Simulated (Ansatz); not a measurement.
Q: Name a neutral molecule of C, Cl, O and H with LUMO energy (B3LYP/def2-TZVPP) between -0.40 and -0.10 eV and HOMO energy (PBE/def2-TZVPP) between -5.50 and -5.20 eV (Ansatz, PBE0-D4/def2-TZVP geometry).

A: `C/C(O)=C/CCl` (-0.12 eV, -5.49 eV). Other molecules can fit too; these were computed, each in one conformer that needn't be the lowest.

B3LYP here is the variant with VWN-RPA as its local correlation; programs differ in this.
